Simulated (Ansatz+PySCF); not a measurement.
Results of a calculation; reference values are marked as such.
Several solutions for singlet LiF

```tsv
atom	x (Å)	y (Å)	z (Å)
Li	0.0000	0.0000	-2.2979
F	0.0000	0.0000	0.7660
```

Basis set: cc-pVDZ (spherical functions). Charge 0, multiplicity 1.

r²SCAN (unrestricted) was run from several starts with Ansatz (development build ahead of 0.2.0).

```csv
run,program,start,converged,energy (hartree),<S²>
A,Ansatz,search for the lowest state,yes,-107.24863,–
B,Ansatz,"atomic start, no search",yes,-107.24821,–
C,Ansatz,stability test followed,yes,-107.24863,–
```

Question: Which runs reached the lowest solution of this kind, and what is wrong with the others?

Answer: A, C reached the lowest solution found. Converged but too high: B by 0.01 eV. Convergence only shows a stationary point, and even a stable one can lie too high; stability tests and further starts are what find lower ones.
